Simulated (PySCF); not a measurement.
**Question.** What does the PBE0-D3(BJ)/def2-SVP structure of propionyl chloride, `CCC(=O)Cl` look like in three dimensions?

**Answer.** 
```xyz
10
C3H5ClO angstrom
C     -1.176   -0.348    0.040
C      0.054    0.535   -0.034
C      1.337   -0.239    0.033
O      1.467   -1.410    0.139
Cl     2.772    0.838   -0.062
H     -2.088    0.264    0.001
H     -1.190   -0.932    0.971
H     -1.204   -1.060   -0.797
H      0.088    1.277    0.782
H      0.089    1.133   -0.960
```

Orientation and origin are arbitrary. Atoms count from 1 in this order. The 5 heavy atoms lie in one plane (0.001 Å rms). Of the pairs four or more bonds apart, O4···H7 is among the closest relative to their van der Waals radii: 2.83 Å, 104 % of the sum of Bondi's values.

Bonds between heavy atoms (Å): C1–C2 1.516, C2–C3 1.500, C3=O4 1.182, C3–Cl5 1.797.

The calculation used PBE0-D3(BJ)/def2-SVP geometry optimisation, gas phase (PySCF 2.14.0).

Point group: Cs (every atom within 0.08 Å of its image). No frequency check. The numbers are those of one conformer (C1–C2–C3–O4 0°).

The run took 25 s wall on Arm Neoverse V2, one thread, shared host with 32 logical CPUs at a one-minute load of 10, and the process peaked at 0.41 GiB of memory. This is the geometry optimisation.
